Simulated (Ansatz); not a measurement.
Cubic perovskite KTaO₃ was calculated with RPBE in Ansatz (plane waves, PAW).

Run with plane-wave cutoff 520 eV, 8×8×8 k mesh, Fermi–Dirac smearing 0.01 eV, scalar-relativistic PAW data made under PBE.

Response to compression and expansion:

```csv
V (Å³/atom),P (GPa),direct gap at Γ (eV),smallest gap on the k mesh (eV)
12.538,12.44,2.902,2.304
12.804,7.83,2.864,2.255
13.071,3.70,2.823,2.207
13.338,-0.01,2.781,2.159
13.605,-3.32,2.736,2.111
13.871,-6.30,2.691,2.063
14.138,-8.96,2.644,2.016
```

The fundamental gap (2.16 eV at the equilibrium volume, with added k points) lies elsewhere than Γ–Γ.

Measured, for comparison: band gap 3.64 eV (temperature not stated, not corrected to a static lattice, indirect; as tabulated in Himmetoglu and Janotti (2016), arXiv:1601.06205).

Spin–orbit coupling is not included.

Ansatz is a quantum-chemistry and plane-wave program.
